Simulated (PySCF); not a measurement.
C2H, SMILES C#[C] (connectivity only; charge and spin as stated), charge +1, multiplicity 1.

Geometry optimised at PBE0-D3(BJ)/def2-TZVPD. The spin state was assumed, not searched. The isomer is the one that the SMILES or the coordinates give; other isomers of the formula were not compared.

Computed with PBE0-D3(BJ)/def2-TZVPD in PySCF 2.14.0.

Harmonic, unscaled wavenumbers; measured fundamentals usually lie a few per cent lower.

```tsv
mode	ν (cm⁻¹)	IR (km/mol)	Raman (Å⁴/amu)	depolarisation	moving atoms (share of kinetic energy)
1	625	165.1	17.7	0.75	H 74 %, C 26 %
2	1392	86.9	444.4	0.34	C 92 %
3	3145	158.9	38.7	0.40	H 91 %, C 9 %
```
